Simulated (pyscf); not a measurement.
Optimised with ωB97X-D3(BJ)/def2-SVP in PySCF.

SMILES: C[N](C)[Ge]([OH])([OH])[OH]
```xyz
16

C      0.1622    -1.6668    -1.0874
N      0.4355    -0.2664    -0.8327
C      1.8360     0.0974    -0.7718
Ge    -0.7921     0.7921    -0.0602
O     -2.3515     0.2133    -0.6469
O     -0.8800     0.8155     1.7061
O     -0.4435     2.4847    -0.4457
H     -0.9236    -1.8349    -1.1195
H      0.5826    -1.9722    -2.0637
H      0.5975    -2.3299    -0.3129
H      2.3439    -0.1470    -1.7234
H      1.9375     1.1816    -0.6086
H      2.3793    -0.4255     0.0407
H     -3.0438     0.3468     0.0113
H     -0.6712     1.6891     2.0585
H     -0.3550     2.6381    -1.3936
```

**Question.** What is the homolytic dissociation enthalpy (298 K, ωB97M-D3(BJ)/def2-TZVP) of the H–O bond of H₃C–N(CH₃)–Ge(OH)(OH)–OH, to H₃C–N(CH₃)–Ge(O•)(OH)–OH + H•?

**Answer.** H–O to H₃C–N(CH₃)–Ge(O•)(OH)–OH + H•: 117.1 kcal/mol. The 7 functionals that were run give +106.6 (PBE) to +118.4 kcal/mol (M06-2X). Other isomers of H₃C–N(CH₃)–Ge(O•)(OH)–OH were not searched in full and may lie lower. Elements up to Kr have no core potential and no relativistic terms here.
